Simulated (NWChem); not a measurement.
## Correlation energy of N

```xyz
1

N      0.0000     0.0000     0.0000
```
Charge 0, spin multiplicity 4.

Everything below was run with NWChem.

Basis set: cc-pVQZ. Each correlation energy counts from its own Hartree-Fock reference.

The correlated methods keep 1 core orbital frozen. The stability of the SCF solutions was not checked. Open-shell Hartree-Fock references start from PBE0 orbitals. No row is a measurement; the coupled-cluster row has its own basis-set and correlation limits.

Task: Order these methods by the correlation energy they give, lowest first: URI-MP2, SCS-UMP2, CCSD on ROHF, CCSD[T] on ROHF, CCSD on UHF.

Result: CCSD[T] on ROHF (-124.7 mHa), CCSD on ROHF (-121.6 mHa), CCSD on UHF (-118.3 mHa), URI-MP2 (-103.9 mHa), SCS-UMP2 (-97.6 mHa)
